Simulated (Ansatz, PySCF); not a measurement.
Species: C3H6Cl, net charge 0, doublet state. SMILES: [CH2]CCCl
Coordinates optimised at B3LYP-D3(BJ)/def2-TZVP (Ansatz, a program for electronic structure):
```xyz
10

C      1.0151    -0.5856     0.0062
C      2.4210    -0.1047     0.0024
C      0.0344     0.5915    -0.0057
H      0.8116    -1.1906     0.8927
H      0.8126    -1.2075    -0.8687
Cl    -1.6829     0.0186    -0.0011
H      2.9291     0.1193    -0.9255
H      2.9281     0.1371     0.9263
H      0.1522     1.2177     0.8751
H      0.1532     1.2006    -0.8982
```
Charge 0, spin multiplicity 2.

Wanted: atomisation energy, in kcal/mol. Set-up: valence correlation only; spin-orbit terms left out; atomisation electronic, to ground-state atoms; non-relativistic; dispersion terms only where a functional's name holds one; UHF or UKS for open shells. CBS(X,Y): correlation extrapolated as X^-3; Hartree-Fock from the larger set. The bracket is a focal-point correction in the basis named. First-principles rows: single points at B3LYP-D3(BJ) geometries (Ansatz).

| species | coefficient | E at BP86/def2-SVP (PySCF), Eh | E at wB97X-V/def2-TZVPD (Ansatz), Eh |
|---|---|---|---|
| [CH2]CCCl | -1 | -577.87103 | -578.02147 |
| C atom | +3 | -37.80175 | -37.84665 |
| Cl atom | +1 | -460.03080 | -460.08005 |
| H atom | +6 | -0.49913 | -0.50049 |

Coupled cluster (Ansatz) is a level with limits of its own, used here on species with T1 under 0.025 (0.045 for open shells) and stable references: RI-MP2/CBS(cc-pV(T+d)Z,cc-pV(Q+d)Z)+[CCSD(T)-MP2]/cc-pV(D+d)Z. Value to compare with, RI-MP2/CBS(cc-pV(T+d)Z,cc-pV(Q+d)Z)+[CCSD(T)-MP2]/cc-pV(D+d)Z (Ansatz): 877.6 kcal/mol. 1 Eh = 627.5095 kcal/mol.

Problem. Compute it at each level from the table, and compare with RI-MP2/CBS(cc-pV(T+d)Z,cc-pV(Q+d)Z)+[CCSD(T)-MP2]/cc-pV(D+d)Z (Ansatz).

Solution. 
- BP86/def2-SVP: the sum of coefficient times E is 1.44020 Eh, or 903.74 kcal/mol. Result: 903.7 kcal/mol. Its difference against RI-MP2/CBS(cc-pV(T+d)Z,cc-pV(Q+d)Z)+[CCSD(T)-MP2]/cc-pV(D+d)Z (Ansatz) is 26.1 kcal/mol.
- wB97X-V/def2-TZVPD: the sum of coefficient times E is 1.39853 Eh, or 877.59 kcal/mol. Result: 877.6 kcal/mol. Its difference against RI-MP2/CBS(cc-pV(T+d)Z,cc-pV(Q+d)Z)+[CCSD(T)-MP2]/cc-pV(D+d)Z (Ansatz) is 0.0 kcal/mol.
